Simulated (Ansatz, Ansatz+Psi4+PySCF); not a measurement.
```xyz
10

S     0.0000    0.2318   -0.4386
O     0.0000    1.5007    0.3798
C     1.3395   -0.8090    0.1807
C    -1.3396   -0.8090    0.1807
H     1.2558   -0.8964    1.2668
H    -2.2794   -0.3139   -0.0687
H     1.3044   -1.7933   -0.2926
H     2.2794   -0.3140   -0.0687
H    -1.3045   -1.7933   -0.2926
H    -1.2559   -0.8964    1.2668
```

Basis set: cc-pVTZ on H, C, O; cc-pV(T+d)Z on S (spherical functions). Left uncorrelated: 8 orbitals. Charge 0, multiplicity 1.

Computed with Ansatz (development build ahead of 0.2.0); free ground-state atoms in the same class of orbitals, no zero-point energy, no relativity.

The atomization energy of singlet C2H6OS from measured heats of formation, zero-point and thermal terms removed is 37.075 eV (G2/97 set, Curtiss et al., J. Chem. Phys. 106, 1063 (1997), as shipped with ASE); it holds spin-orbit and other relativistic effects.

Problem. How far do RHF-MP2, RHF miss it in this basis?

Solution.

```tsv
method	atomization energy (eV)	computed − measured (eV)
RHF-MP2	36.467	-0.608
RHF	26.521	-10.554
```
